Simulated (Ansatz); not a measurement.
**ClHMgO: ionisation energy by level of theory**

One table from this session's results is given with a row withheld; the runs are named, their logs left out.

The runs use Ansatz 0.2.0, Gaussian basis; unrestricted cation, the program's frozen cores in correlated methods.

Levels to be run: UKS PBE-D4/def2-TZVPP; UKS r2SCAN-D4/def2-TZVPP; UKS PBE0-D4/def2-TZVPP; UKS B3LYP-D4/def2-TZVPP; UKS wB97X-V/def2-TZVPP; UKS wB97M-V/def2-TZVPP; UKS B2PLYP/def2-TZVPP; UHF-CCSD(T)/def2-TZVPP; UHF-MP2/def2-QZVPP; extrapolation to the limit; then −ε(HOMO) from the neutral's earlier runs with LDA (SPW92), PBE-D4, revPBE-D4, BLYP-D4, r2SCAN-D4, B97M-V, PBE0-D4, B3LYP-D4, r2SCANh-D4, r2SCAN0-D4, HSE06-D4, BHLYP-D4, CAM-B3LYP-D4, LC-ωPBE, ωB97X-V, ωB97M-V.

**Structure used throughout**

The geometry comes from an earlier relaxation with PBE0-D4 in a triple-zeta def2 set; it is a stationary point.

SMILES `[OH][Mg][Cl]`, 4 atoms, charge 0, spin multiplicity 1.

Atoms are counted from 1 here; the program's logs count them from 0.

Bond lengths: O1–Mg2 1.749 Å, O1–H4 0.947 Å, Mg2–Cl3 2.177 Å. Angles: Mg2–O1–H4 168.4°, O1–Mg2–Cl3 178.6°.

As a file:

```xyz
4
charge 0, multiplicity 1
O    -0.3992    1.0386   -0.3643
Mg    0.2397   -0.5148    0.1248
Cl    1.0666   -2.4474    0.6900
H    -0.8515    1.8633   -0.4709
```

Set-up of the first run:

in.yaml

```yaml
crystal:
  periodic: [false, false, false]
  atoms:
    - {symbol: O, position_ang: [-0.399249, 1.038606, -0.364318]}
    - {symbol: Mg, position_ang: [0.239712, -0.514837, 0.124829]}
    - {symbol: Cl, position_ang: [1.066602, -2.447367, 0.689983]}
    - {symbol: H, position_ang: [-0.851466, 1.863298, -0.470895]}
basis:
  gaussian: {orbitals: def2-TZVPP}
total_charge: 1
magnetization: {spin_polarized: true, initial_magnetization: 1}
hamiltonian: {xc: pbe, dispersion: d4}
```

Command:

```console
$ ansatz run in.yaml --threads 4 --pin off --events-out ev --progress --plain --max-ram 10444MiB
```

Among the steps run: Cation, UKS PBE-D4/def2-TZVPP; Cation, UKS r2SCAN-D4/def2-TZVPP; Cation, UKS PBE0-D4/def2-TZVPP; Cation, UKS B3LYP-D4/def2-TZVPP; Cation, UKS wB97X-V/def2-TZVPP; Cation, UKS wB97M-V/def2-TZVPP; Cation, UKS B2PLYP (frozen core)/def2-TZVPP; Cation, UHF-CCSD(T)/def2-TZVPP; Cation, UHF-MP2/def2-QZVPP.

One of the session's tables, all rows but one given; the rest of the session is left out.

For comparison, −ε(HOMO) of the neutral from earlier runs:

```
  functional  −ε(HOMO) (eV)
 LDA (SPW92)           6.93
      PBE-D4           6.70
   revPBE-D4           6.61
     BLYP-D4           6.62
   r2SCAN-D4           7.03
      B97M-V           7.06
     PBE0-D4              ?
    B3LYP-D4           8.09
  r2SCANh-D4           7.65
  r2SCAN0-D4           8.60
    HSE06-D4           7.92
    BHLYP-D4           9.91
CAM-B3LYP-D4           9.91
     LC-ωPBE          11.33
     ωB97X-V          10.94
     ωB97M-V          10.87
```

Estimate the missing values for PBE0-D4.

**Answer.** −ε(HOMO) (eV): 8.34. In the column «−ε(HOMO) (eV)» it lies between B3LYP-D4 (8.09) and r2SCAN0-D4 (8.60).
